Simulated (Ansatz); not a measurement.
Ideal-gas functions of CHCl₂F (`FC(Cl)Cl`) at 600 K and 1 bar, from an Ansatz frequency run at PBE0-D4/def2-TZVP.

Molar mass 102.92 g/mol, point group Cs (symmetry number 1), electronic degeneracy 1, moments of inertia 72.17, 155.044, 217.176 u Å². Harmonic wavenumbers (cm⁻¹, unscaled): 277, 370, 464, 747, 811, 1121, 1256, 1335, 3154.

Use S(trans) = R[1.5 ln M + 2.5 ln T − 1.1517]; rotational temperatures θ = 24.2544 K / I; S(rot) = R[ln(√π/σ · √(T³/θAθBθC)) + 1.5]; for each mode x = 1.438777 ν̃/T, S = R[x/(eˣ − 1) − ln(1 − e⁻ˣ)] and H = RT x/(eˣ − 1); 1 cm⁻¹ = 0.0119627 kJ/mol; R = 8.31446 J/(mol·K).

Question: By hand: the entropy, in J/(mol·K).

Answer: Translation 181.2. Rotation: θ = 0.3361, 0.1564, 0.1117 K, giving 118.4. Vibration, mode by mode: 11.87, 9.58, 7.84, 4.50, 3.98, 2.22, 1.72, 1.48, 0.04, in all 43.2. Electronic 0.0. Sum 342.8 J/(mol·K).

Question: By hand: H − E and G − E in kJ/mol, counted from the electronic energy.

Answer: Zero-point energy ½ × 9535 × 0.0119627 = 57.0; thermal vibration 15.2; translation, rotation and pV give 4 RT = 20.0. H − E = 92.2 kJ/mol, and G − E = 92.2 − 600 × 342.8/1000 = -113.5 kJ/mol.

Vibration gives 13 % of the entropy.
